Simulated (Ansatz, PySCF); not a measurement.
System: C2H2N, charge 0, multiplicity 2. It need not be the lowest isomer of its formula. 
Coordinates optimised at B3LYP-D3(BJ)/def2-TZVP (Ansatz, a first-principles code):
```xyz
5

C     -0.0090    -0.1659    -1.1772
C      0.0014     0.0261     0.1854
N      0.0103     0.1888     1.3399
H      0.9204    -0.2159    -1.7250
H     -0.9467    -0.2673    -1.7035
```
Charge 0, spin multiplicity 2.

Total electronic energies in hartree. Cores are frozen in the correlated levels unless marked. UHF or UKS for open shells. No spin-orbit coupling. Non-relativistic. CBS marks a two-point X^-3 extrapolation of the correlation energy; Hartree-Fock from the larger set. [CCSD(T)-MP2]/basis is that difference in the basis named.

The UHF reference is spin-contaminated (<S^2> 0.18 over the pure value in the largest basis). 

| level | program | energy (Eh) |
|---|---|---|
| HF/cc-pVTZ | Ansatz | -131.35222 |
| PBE-D4/def2-TZVPD | Ansatz + dftd4 | … |
| revPBE-D3(BJ)/def2-TZVPD | Ansatz + dftd3 | -132.11962 |
| r2SCAN0/def2-TZVPD | Ansatz | -132.04988 |
| PW6B95/def2-TZVPD | PySCF | … |
| RPA@PBE/cc-pVTZ | Ansatz | … |
| MP2/cc-pVDZ | Ansatz | -131.68776 |
| CCSD(T)/cc-pVTZ | Ansatz | -131.86341 |
| RI-MP2/CBS(aug-cc-pVTZ,aug-cc-pVQZ)+[CCSD(T)-MP2]/aug-cc-pVTZ | Ansatz | -131.9264 |

Problem. Fill in the missing entries.

Solution. 
- PBE-D4/def2-TZVPD, energy (Eh): -131.98157
- PW6B95/def2-TZVPD, energy (Eh): -132.30888
- RPA@PBE/cc-pVTZ, energy (Eh): -132.08811
